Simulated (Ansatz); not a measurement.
# C6H5F: the cost of one run

Computed with Ansatz 0.2.0, Gaussian basis. Level: the settings change from run to run.

### Step 1. The relaxed structure

The geometry comes from an earlier relaxation with PBE0-D4 in a triple-zeta def2 set; it is a stationary point, not always the lowest conformer.

SMILES `Fc1ccccc1`, 12 atoms, charge 0, spin multiplicity 1.

Atoms are counted from 1 here; the program's logs count them from 0.

Bond lengths: F1–C2 1.340 Å, C2–C3 1.381 Å, C2–C7 1.381 Å, C3–C4 1.387 Å, C3–H8 1.083 Å, C4–C5 1.387 Å, C4–H9 1.084 Å, C5–C6 1.387 Å, C5–H10 1.083 Å, C6–C7 1.387 Å, C6–H11 1.084 Å, C7–H12 1.083 Å. Angles: F1–C2–C3 118.9°, F1–C2–C7 118.9°, C3–C2–C7 122.3°, C2–C3–C4 118.5°, C2–C3–H8 119.7°, C4–C3–H8 121.9°, C3–C4–C5 120.5°, C3–C4–H9 119.4°, C5–C4–H9 120.1°, C4–C5–C6 119.8°, C4–C5–H10 120.1°, C6–C5–H10 120.1°, C5–C6–C7 120.5°, C5–C6–H11 120.1°, C7–C6–H11 119.4°, C2–C7–C6 118.5°, C2–C7–H12 119.7°, C6–C7–H12 121.9°.

### Step 2. wPBEh/def2-TZVPD

This run has charge +1, multiplicity 2, a point charge of 2.00 e beside it.

in.yaml reads:

```yaml
crystal:
  periodic: [false, false, false]
  atoms:
    - {symbol: F, position_ang: [0.379794, -2.656512, -0.046091]}
    - {symbol: C, position_ang: [0.193055, -1.330265, -0.021625]}
    - {symbol: C, position_ang: [-0.739210, -0.804417, 0.851275]}
    - {symbol: C, position_ang: [-0.926042, 0.569741, 0.869950]}
    - {symbol: C, position_ang: [-0.190158, 1.391576, 0.028618]}
    - {symbol: C, position_ang: [0.739674, 0.835790, -0.838156]}
    - {symbol: C, position_ang: [0.939493, -0.536293, -0.870170]}
    - {symbol: H, position_ang: [-1.301042, -1.466832, 1.497955]}
    - {symbol: H, position_ang: [-1.653681, 0.998749, 1.549002]}
    - {symbol: H, position_ang: [-0.341139, 2.464052, 0.048430]}
    - {symbol: H, position_ang: [1.317189, 1.473255, -1.497496]}
    - {symbol: H, position_ang: [1.659069, -0.994044, -1.537494]}
basis:
  gaussian: {orbitals: def2-TZVPD, point_charges: [{charge: 2.00, position_ang: [6.536, -0.032, 0.629]}]}
total_charge: 1
magnetization: {spin_polarized: true, initial_magnetization: 1}
hamiltonian: {xc: {name: wPBEh}}
output: {forces: true}
```

The run is started by

```console
$ ansatz run in.yaml --threads 4 --pin off --events-out ev --progress --plain --max-ram 10444MiB
```

What time and memory should one allow on 4 threads of Intel Xeon, shared host?

About 36 s, with a peak of 1.6 GiB.
